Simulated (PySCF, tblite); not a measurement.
A complex of beryllium hydride and methylamine

A gas-phase complex of beryllium hydride and methylamine; neutral, singlet. The structure comes from a short search (6 tight-binding starts) and was relaxed by PBE0-D3(BJ)/def2-SVPD; another way of binding may lie lower. No frequency run checks that it is a minimum.

Parts: 1 = beryllium hydride ([BeH2]), atoms 1–3; 2 = methylamine (CN), atoms 4–10.

```xyz
10

Be    0.700   -0.030    0.090
H     0.814   -0.635    1.314
H    -0.242    0.129   -0.891
C     1.962    2.266    0.276
N     2.159    0.919   -0.279
H     2.821    2.925    0.091
H     1.065    2.707   -0.175
H     1.798    2.182    1.358
H     2.310    0.973   -1.284
H     2.983    0.487    0.135
```
Atom numbers follow the order of the file, from 1.

```json
{"contact": "Be1···N5", "kind (by geometry)": "bond", "distance (Å)": "1.779", "angle (°)": "-"}
```

The parts are joined by the bond Be1–N5, so these are energies of forming such bonds; deforming the relaxed parts to their shape in the adduct costs 9.2 kcal/mol, which the interaction energies leave out.

Interaction energies are complex less parts, with the parts frozen as they stand in it; counterpoise-corrected, in kcal/mol (PySCF).

(1) How strongly do the parts interact, level by level?

(2) What holds them together? Decompose the wB97M-D3(BJ)/def2-TZVPD energy: frozen parts, their antisymmetrised product, then relaxation.

The parts were also relaxed and run alone, at the levels used for the complex: shieldings by PBE0/pcSseg-2.

(3) What does binding change?

Results:

(1) 
```
                  level  interaction  superposition error removed
wB97M-D3(BJ)/def2-TZVPD       -36.10                        -0.28
 PBE0-D3(BJ)/def2-TZVPD       -37.47                        -0.28
```

(2) electrostatic -61.0, Pauli repulsion +60.9, orbital relaxation -34.1, dispersion correction -2.2 kcal/mol, which sum to the value before the counterpoise correction; the Pauli term holds the exchange-correlation of the frozen density too. Of the attraction, 63 % is electrostatic, 35 % is orbital relaxation, 2 % is dispersion correction.

(3) 
```csv
property,alone,in the complex,change
shielding of Be1 (ppm),77.9,85.4,+7.5
shielding of N5 (ppm),244.5,225.2,-19.3
```
